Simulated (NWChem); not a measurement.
System: HS anion

Excerpt of the output:

```
             Northwest Computational Chemistry Package (NWChem) 7.3.0
             --------------------------------------------------------

                             Geometry "geometry" -> ""
                             -------------------------

 Output coordinates in angstroms (scale by  1.889725989 to convert to a.u.)

  No.       Tag          Charge          X              Y              Z
 ---- ---------------- ---------- -------------- -------------- --------------
    1 S                   16.0000     0.00000000     0.00000000    -0.08938900
    2 H                    1.0000     0.00000000     0.00000000     1.26852900

 Effective nuclear repulsion energy (a.u.)       6.2351599905

  pbe96 is a nonlocal functional; adding pw91lda local functional.

                                 NWChem DFT Module
                                 -----------------

 Summary of "ao basis" -> "ao basis" (spherical)
 ------------------------------------------------------------------------------
       Tag                 Description            Shells   Functions and Types
 ---------------- ------------------------------  ------  ---------------------
 S                        aug-cc-pvdz               11       27   5s4p2d
 H                        aug-cc-pvdz                5        9   3s2p

 in cosmo_initialize ...

 solvent parameters
 solvname_short: unkn
 solvname_long:  unknown
 dielec:        4.8000

          ---------------
          -cosmo- solvent
          ---------------
 Cosmo: York-Karplus, doi: 10.1021/jp992097l
 dielectric constant -eps-     =   4.80
 screen = (eps-1)/(eps    )    =   0.79167
 surface charge correction     = lagrangian

   van der Waals surface
 --------------------------

 ---------- ATOMIC COORDINATES (A.U.) ------------ VDWR(ANG.) --
     1    0.00000000    0.00000000   -0.16892072     2.160
     2    0.00000000    0.00000000    2.39717222     1.300
 number of segments per atom =         32
 number of   points per atom =         32
 atom (   nspa,  nppa )
 ----------------------
    1 (     28,     0 )       0
    2 (     16,     0 )       0
 number of -cosmo- surface points =       44
 molecular surface =     58.471 angstrom**2
 molecular volume  =     43.922 angstrom**3
 G(cav/disp)       =      1.152 kcal/mol
 -lineq- algorithm             =   0
 -bem- low  level              =   2
 -bem- from -octahedral-
 gaussian surface charge width =   4.50000
 degree of switching           =   1.00000
 switching function tolerance  =   0.00010
 atomic radii =
 --------------
    1 16.000  2.160
    2  1.000  1.300
 ...... end of -cosmo- initialization ......

            General Information
            -------------------
          SCF calculation type: DFT
          Wavefunction type:  closed shell.
          No. of atoms     :     2
          No. of electrons :    18
           Alpha electrons :     9
            Beta electrons :     9
          Charge           :    -1
          Spin multiplicity:     1
          Use of symmetry is: off; symmetry adaption is: off
          Maximum number of iterations: 150
          AO basis - number of functions:    36
                     number of shells:    16
          Convergence on energy requested:  1.00D-06
          Convergence on density requested:  1.00D-05
          Convergence on gradient requested:  5.00D-04

              XC Information
              --------------
          PerdewBurkeErnzerhof Exchange Functional  1.000
            Perdew 1991 LDA Correlation Functional  1.000 local
           PerdewBurkeErnz. Correlation Functional  1.000 non-local

             Grid Information
             ----------------
          Grid used for XC integration:  medium
          Radial quadrature: Mura-Knowles
          Angular quadrature: Lebedev.
          Tag              B.-S. Rad. Rad. Pts. Rad. Cut. Ang. Pts.
          ---              ---------- --------- --------- ---------
          S                   1.00       88          11.0       590
          H                   0.35       45          11.0       434
          Grid pruning is: on
          Number of quadrature shells:   133
          Spatial weights used:  Erf1

      Superposition of Atomic Density Guess
      -------------------------------------

 Sum of atomic energies:        -397.97816839

 Renormalizing density from      17.00 to     18

      Non-variational initial energy
      ------------------------------

 Total energy =    -411.830238
 1-e energy   =    -595.093585
 2-e energy   =     177.028187
 HOMO         =       0.140680
 LUMO         =       0.185239

   convergence    iter        energy       DeltaE   RMS-Dens  Diis-err
 ---------------- ----- ----------------- --------- --------- ---------
     COSMO gas phase
 d= 0,ls=0.0,diis     1   -398.3138203514 -4.05D+02  6.29D-02  2.49D+00
 d= 0,ls=0.0,diis     2   -398.1689549657  1.45D-01  3.93D-02  2.71D+00
 d= 0,ls=0.0,diis     3   -398.6464411422 -4.77D-01  8.01D-03  5.29D-02
 d= 0,ls=0.0,diis     4   -398.6518750454 -5.43D-03  3.10D-03  2.18D-02
 d= 0,ls=0.0,diis     5   -398.6564728418 -4.60D-03  3.32D-04  1.99D-04
  Resetting Diis
 d= 0,ls=0.0,diis     6   -398.6565095479 -3.67D-05  3.35D-05  1.37D-06
 d= 0,ls=0.0,diis     7   -398.6565097623 -2.14D-07  1.58D-05  4.81D-08
 d= 0,ls=0.0,diis     8   -398.6565097389  2.34D-08  9.89D-06  1.71D-07

   convergence    iter        energy       DeltaE   RMS-Dens  Diis-err
 ---------------- ----- ----------------- --------- --------- ---------
     COSMO solvation phase
 d= 0,ls=0.0,diis     1   -398.7394137424 -8.29D-02  7.33D-03  4.54D-03
 d= 0,ls=0.0,diis     2   -398.7403195815 -9.06D-04  2.13D-03  8.26D-03
 d= 0,ls=0.0,diis     3   -398.7419607387 -1.64D-03  3.30D-04  4.85D-05
 d= 0,ls=0.0,diis     4   -398.7419647158 -3.98D-06  4.30D-05  2.31D-06
 d= 0,ls=0.0,diis     5   -398.7419651118 -3.96D-07  1.27D-05  4.21D-07
 d= 0,ls=0.0,diis     6   -398.7419651964 -8.46D-08  4.99D-07  4.90D-10

         Total DFT energy =     -398.741965196373
      One electron energy =     -571.551236198842
           Coulomb energy =      189.245047615364
    Exchange-Corr. energy =      -26.045215572279
 Nuclear repulsion energy =        6.235159990511

             COSMO energy =        3.374278968874

 Numeric. integr. density =       18.000005973587

                                   COSMO solvation results
                                   -----------------------

                 gas phase energy =      -398.656509738856
                 sol phase energy =      -398.741965196373
 (electrostatic) solvation energy =         0.085455457518 (   53.62 kcal/mol)

                       DFT Final Molecular Orbital Analysis
                       ------------------------------------

 Vector    7  Occ=2.000000D+00  E=-2.614390D-01
              MO Center=  6.8D-11,  6.8D-11,  1.1D-01, r^2= 1.7D+00
   Bfn.  Coefficient  Atom+Function         Bfn.  Coefficient  Atom+Function
  ----- ------------  ---------------      ----- ------------  ---------------
    11      0.401221  1 S  pz                28      0.362626  2 H  s
     4     -0.337067  1 S  s                 14      0.241099  1 S  pz
    29      0.241615  2 H  s                  3     -0.176011  1 S  s
     5     -0.124450  1 S  s                 20      0.038348  1 S  d  0
    30      0.037048  2 H  s                 17      0.028109  1 S  pz

 Vector    8  Occ=2.000000D+00  E=-1.384311D-01
              MO Center= -4.1D-11, -4.1D-11, -4.4D-02, r^2= 1.9D+00
   Bfn.  Coefficient  Atom+Function         Bfn.  Coefficient  Atom+Function
  ----- ------------  ---------------      ----- ------------  ---------------
     9      0.352987  1 S  px                10     -0.352999  1 S  py
    12      0.346439  1 S  px                13     -0.346450  1 S  py
    15      0.120829  1 S  px                16     -0.120832  1 S  py

 Vector    9  Occ=2.000000D+00  E=-1.384311D-01
              MO Center= -2.3D-09, -2.3D-09, -4.4D-02, r^2= 1.9D+00
   Bfn.  Coefficient  Atom+Function         Bfn.  Coefficient  Atom+Function
  ----- ------------  ---------------      ----- ------------  ---------------
     9      0.352999  1 S  px                10      0.352987  1 S  py
    12      0.346451  1 S  px                13      0.346439  1 S  py
    15      0.120832  1 S  px                16      0.120829  1 S  py

 Vector   10  Occ=0.000000D+00  E= 8.231305D-03
              MO Center= -3.7D-08, -3.7D-08,  9.5D-01, r^2= 1.1D+01
   Bfn.  Coefficient  Atom+Function         Bfn.  Coefficient  Atom+Function
  ----- ------------  ---------------      ----- ------------  ---------------
    30      1.663504  2 H  s                  5     -0.767727  1 S  s
    17     -0.563274  1 S  pz                29      0.409350  2 H  s
     4     -0.402102  1 S  s                 14     -0.224019  1 S  pz
     3     -0.154137  1 S  s                 11     -0.118508  1 S  pz
    28      0.061469  2 H  s                 36     -0.049708  2 H  pz

 Vector   11  Occ=0.000000D+00  E= 7.025181D-02
              MO Center=  2.1D-08,  2.1D-08, -6.1D-01, r^2= 1.0D+01
   Bfn.  Coefficient  Atom+Function         Bfn.  Coefficient  Atom+Function
  ----- ------------  ---------------      ----- ------------  ---------------
    17      1.226671  1 S  pz                29     -0.548079  2 H  s
     4      0.363694  1 S  s                 28     -0.148183  2 H  s
    14     -0.131304  1 S  pz                30      0.096815  2 H  s
     5     -0.091315  1 S  s                 11     -0.083315  1 S  pz
    20     -0.057471  1 S  d  0              36     -0.052132  2 H  pz

 Vector   12  Occ=0.000000D+00  E= 7.995060D-02
              MO Center= -8.7D-11, -8.2D-11, -1.3D-01, r^2= 1.0D+01
   Bfn.  Coefficient  Atom+Function         Bfn.  Coefficient  Atom+Function
  ----- ------------  ---------------      ----- ------------  ---------------
    15      0.852507  1 S  px                16     -0.852519  1 S  py
    12     -0.357267  1 S  px                13      0.357272  1 S  py
     9     -0.166934  1 S  px                10      0.166936  1 S  py
    34     -0.059621  2 H  px                35      0.059622  2 H  py

     Multipole analysis of the density
     ---------------------------------

     L   x y z        total         alpha         beta         nuclear
     -   - - -        -----         -----         ----         -------
     0   0 0 0     -1.000000     -9.000000     -9.000000     17.000000

     1   1 0 0      0.000000      0.000000      0.000000      0.000000
     1   0 1 0      0.000000      0.000000      0.000000      0.000000
     1   0 0 1      0.373423      0.339491      0.339491     -0.305559

     2   2 0 0    -15.730308     -7.865154     -7.865154      0.000000
     2   1 1 0      0.000000      0.000000      0.000000      0.000000
     2   1 0 1      0.000000      0.000000      0.000000      0.000000
     2   0 2 0    -15.730308     -7.865154     -7.865154      0.000000
     2   0 1 1      0.000000      0.000000      0.000000      0.000000
     2   0 0 2    -12.443165     -9.323073     -9.323073      6.202982
```

Level: PBE/aug-cc-pVDZ, COSMO on the gas-phase geometry. Coordinates come from a B3LYP/def2-SVPD optimisation. The gas-phase anion has a positive highest level at the geometry level, so the gas reference is doubtful. COSMO prints the solvation energy as gas minus solution, so a positive value is a stabilisation.

Problem. Which NWChem input produces such a log?

Solution. One answer among several that fit: the input that was run:
```
start job
memory heap 200 mb stack 900 mb global 1100 mb
charge -1
geometry units angstroms noautosym nocenter noautoz
  S      0.000000     0.000000    -0.089389
  H      0.000000     0.000000     1.268529
end
basis spherical
  * library aug-cc-pvdz
end
dft
  xc xpbe96 cpbe96
  iterations 150
end
cosmo
  dielec 4.8
end
task dft energy
```
